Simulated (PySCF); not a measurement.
Gas-phase reaction: 3 SiH3Cl = H3SiSiCl3 + SiH4 + H2, at 2500 K and a standard pressure of 1 bar. Level: LDA/def2-TZVP†.

Computed with PySCF and rigid-rotor harmonic-oscillator thermochemistry at 1 bar. † marks an energy on the PBE0/def2-TZVP geometry and frequencies. All species are closed-shell singlets. H3SiSiCl3: computed as isolated molecules; such fragments, hydroxides, amides, oligomers or adducts are transient or little studied in the gas. The harmonic model lacks anharmonicity and excited electronic states, which grow with temperature; levels with a mode under 35 cm⁻¹ are left out. Internal rotation in H3SiSiCl3 is treated as a harmonic vibration of one conformer, which makes the entropy rough.

| species | E (Ha) | H(2500 K) − E (kJ/mol) | S°(2500 K) (J/mol/K) |
|---|---|---|---|
| SiH3Cl | -748.88177 | 280.9 | 426.2 |
| H3SiSiCl3 | -1954.84108 | 468.2 | 707.2 |
| SiH4 | -290.67419 | 283.9 | 367.9 |
| H2 | -1.13681 | 103.7 | 194.8 |
E: electronic energy; H − E holds the zero-point and thermal terms. 1 Ha = 2625.5 kJ/mol.

**Question.** Work out ΔH°, ΔS°, ΔG° and log10 K from these numbers.

**Answer.** 1. ΔE = 1×(-1954.84108) + 1×(-290.67419) + 1×(-1.13681) − 3×(-748.88177) = -0.00677 Ha = -17.8 kJ.
2. Δ(H − E) = 1×(468.2) + 1×(283.9) + 1×(103.7) − 3×(280.9) = 13.1 kJ, so ΔH° = -4.7 kJ.
3. ΔS° = 1×(707.2) + 1×(367.9) + 1×(194.8) − 3×(426.2) = -8.7 J/K; the number of gas molecules stays the same.
4. ΔG° = ΔH° − TΔS° = -4.7 − 2500×(-8.7)/1000 = 17.1 kJ.
5. log10 K = −ΔG°/(RT ln 10) = -0.36, with RT ln 10 = 47.86 kJ/mol; at standard pressures the reactants are favoured.
6. A shift of 10 kJ in ΔE would move log10 K by 0.21 here.
For scale, ΔH°(298 K) is -26 kJ at this level, -2 kJ at ωB97M-V/def2-TZVP†, and runs from -26 to 155 kJ over the 19 levels computed.
